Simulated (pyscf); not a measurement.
**Addition across a multiple bond or ene-type step: O=Zr(OH)–OH (SMILES [O]=[Zr]([OH])[OH]) + H₂ (SMILES [H][H]) → HO–ZrH(OH)–OH (SMILES [OH][ZrH]([OH])[OH])**

Gas phase, singlet surface, charge 0. Bonds broken: H7–H8. Bonds formed: O1–H7, Zr2–H8. Single points on ωB97X-D3(BJ)/def2-SVP structures (PySCF, gas phase).

Transition state (Å):

```xyz
8

O      0.7680     0.4055     0.7477
Zr    -0.6800    -0.1932    -0.1889
O     -1.3190    -1.9690     0.2860
O     -2.0224     1.1477    -0.6203
H     -1.3816    -2.7626     0.8187
H     -2.4624     1.9969    -0.5661
H      1.2068     0.1320    -0.5575
H      0.9502    -0.1791    -1.4359
```

One imaginary mode, 1066i cm⁻¹; descent along it reached the two sides named, in the forms told below.

```json
[
 {"bond": "H7–H8", "change": "breaks", "reactant side (Å)": "0.774", "saddle": "0.966", "product side": "3.9"},
 {"bond": "O1–H7", "change": "forms", "reactant side (Å)": "2.406", "saddle": "1.404", "product side": "0.956"},
 {"bond": "Zr2–H8", "change": "forms", "reactant side (Å)": "2.338", "saddle": "2.052", "product side": "1.868"}
]
```

Electronic energies relative to the separated reactants (kcal/mol):

```csv
level,barrier,reaction energy,reverse barrier
ωB97X-D3(BJ)/def2-TZVP,-0.2,-36.3,36.1
PBE/def2-TZVP,-3.3,-29.2,26.0
r²SCAN/def2-TZVP,-2.9,-32.7,29.8
B3LYP-D3(BJ)/def2-TZVP,-0.8,-34.3,33.5
PBE0-D3(BJ)/def2-TZVP,-2.8,-35.3,32.5
M06-2X/def2-TZVP,1.1,-36.3,37.3
ωB97M-D3(BJ)/def2-TZVP,0.6,-35.9,36.6
```

With ωB97M-D3(BJ)/def2-TZVP energies and thermal terms (ideal gas, 1 atm, RRHO with modes under 100 cm⁻¹ raised to 100, one conformer, R ln 2 for chiral ones without a mode under 150 cm⁻¹), in kcal/mol:

```
T (K)  ΔH‡   ΔG‡     ΔH     ΔG
-----  ---  ----  -----  -----
298    1.5  10.0  -33.3  -24.8
600    0.6  19.0  -33.1  -16.3
900    0.4  28.2  -32.6   -8.1
1200   0.5  37.5  -31.9    0.0
```

On the reactant side the descent ends in an adduct with a H–Zr contact, 8.4 kcal/mol under the separated species and 8.2 kcal/mol under the saddle at ωB97X-D3(BJ)/def2-TZVP. At ωB97X-D3(BJ)/def2-TZVP, PBE, r²SCAN, B3LYP-D3(BJ), PBE0-D3(BJ) the saddle lies under the separated reactants, which points to a path from their complex (located at ωB97X-D3(BJ) alone). One saddle was located; it need not be the lowest between these sides. Elements past Kr carry the def2 core potentials, without spin-orbit coupling.
